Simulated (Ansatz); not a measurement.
Several settings on one geometry of SiMeH3 (CH6Si) (that of the charge 0 singlet, r2SCAN-D4/def2-TZVP). Ansatz on 4 threads of Arm Neoverse V1 on a shared host; times are rough.

Cartesian coordinates in Å:
```
Si -0.002 0.003 -0.885
C 0.002 -0.003 0.986
H -1.017 0.037 1.377
H 0.549 0.858 1.376
H 0.477 -0.909 1.370
H 1.388 -0.031 -1.412
H -0.668 1.228 -1.402
H -0.730 -1.182 -1.411
```

Totals from different functionals, basis sets or treatments of relativity can't be compared as stabilities.

The 6-31G sets use Cartesian d functions.

(1) Give the basis size and estimate the energy, ⟨S²⟩, dipole and time of these runs.

```csv
run,method,charge,state,further keys
1,RKS r2SCANh-D3(BJ)/def2-TZVP,0,singlet,"fitting: {mean_field: def2-universal-jkfit}; point_charges: [{charge: 1.00, position_ang: [4.974, 0.079, 0.502]}]; scf: {lower_state_search: light}; forces asked"
2,RKS ωB97/def2-SVP,0,singlet,fitting: {mean_field: cc-pVTZ-jkfit}; scf: {omitted_lower_state_checks: [starts]}; forces asked
3,RKS revPBE-D3(BJ)/6-31++G**,0,singlet,scf: {omitted_lower_state_checks: [starts]}
4,RKS CAM-B3LYP/6-31G,0,singlet,forces asked
```

Answers

(1) 
| run | functions | energy (Eh) | ⟨S²⟩ | dipole (D) | wall time |
| --- | --- | --- | --- | --- | --- |
| 1 | 104 | -331.1725 | – | 1.24 | 1.5 s |
| 2 | 62 | -331.0612 | – | 0.76 | 0.95 s |
| 3 | 78 | -331.1287 | – | – | 0.55 s |
| 4 | 34 | -331.1137 | – | 0.73 | 0.45 s |
